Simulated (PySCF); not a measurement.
## Bond curve of LiSi

Set-up: basis Li def2-SVPD, Si def2-SVPD; no relativity; PySCF 2.14. Energies in eV from Li + Si in their ground configurations at the same level. State: ⁴Σ⁻ (quartet), unpaired electrons σ ↑, π ↑↑.

```csv
R (Å),UHF-MP2,ωB97X,UHF
2.038,-1.316,-1.390,-0.898
2.133,-1.521,-1.578,-1.110
2.228,-1.641,-1.686,-1.235
2.299,-1.689,-1.726,-1.286
2.370,-1.708,-1.738,-1.307
2.441,-1.705,-1.729,-1.305
2.536,-1.674,-1.690,-1.275
2.654,-1.603,-1.611,-1.204
2.797,-1.487,-1.485,-1.088
2.986,-1.302,-1.290,-0.908
```

Q: Put a parabola through the three lowest points of the UHF-MP2 curve and estimate Re, k and ωe (reduced mass 5.609 u; 1 eV/Å² = 0.16022 mdyn/Å; ωe = 1302.8·√(k/μ) cm⁻¹).

A: Through R = 2.299, 2.37, 2.441 Å the second-order coefficient is 2.18 eV/Å², so Re ≈ 2.396 Å, k ≈ 0.699 mdyn/Å and ωe ≈ 460 cm⁻¹. A polynomial fit of higher order to the unrounded UHF-MP2 energies gives Re = 2.394 Å, k = 0.660 mdyn/Å, ωe = 447 cm⁻¹; anharmonicity and rounding make the difference.

The higher-order fit for each curve: UHF-MP2: Re = 2.394 Å, ωe = 447 cm⁻¹, De = 1.71 eV; ωB97X: Re = 2.373 Å, ωe = 456 cm⁻¹, De = 1.74 eV; UHF: Re = 2.398 Å, ωe = 452 cm⁻¹, De = 1.31 eV.

Correlated steps freeze 5 core orbitals. Correlated levels converge slowly with the basis: in double zeta they bind strong bonds too weakly, by up to about 1 eV, and carry superposition errors of some tenths. The state is the lowest determinant that a PBE0 search found; another state may lie lower at other levels.
